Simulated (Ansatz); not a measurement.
# Wavefunction methods compared: BHO (charge +1), doublet

Computed with Ansatz's Gaussian-basis code (development build); BCCD, MP3, OMP3 by scripts on PySCF. Settings: cc-pVTZ; 2 core orbitals frozen; no relativity. Perturbation and coupled-cluster methods stand on the Hartree–Fock determinant that coupled cluster favours; RHF here means ROHF, with semicanonical perturbation theory. 

Geometry (Å):

```tsv
atom	x (Å)	y (Å)	z (Å)
H	0.0000	0.0000	-0.0018
B	0.0000	0.0000	1.1641
O	0.0000	0.0000	2.3776
```

Correlation energy of CCSD(T), then each method's total less that of CCSD(T), in eV:

| case | E corr CCSD(T) | MP2 | MP3 | UOMP3 | CCSD | BCCD | BCCD(T) | determinant |
| --- | --- | --- | --- | --- | --- | --- | --- | --- |
| RHF | -7.549 | +0.771 | +0.315 | +0.264 | +0.218 | +0.232 | 0.000 | T1 = 0.017 |
| UHF | -7.437 | +0.783 | +0.322 | +0.265 | +0.216 | +0.231 | 0.000 | T1 = 0.015, ⟨S²⟩ = 0.756 |

Question: Give CCSDT less CCSD(T). Is CCSD(T) good to 1 kcal/mol?

Answer: RHF: -0.017 eV (within); UHF: -0.018 eV (within).

Several Brueckner solutions were met.
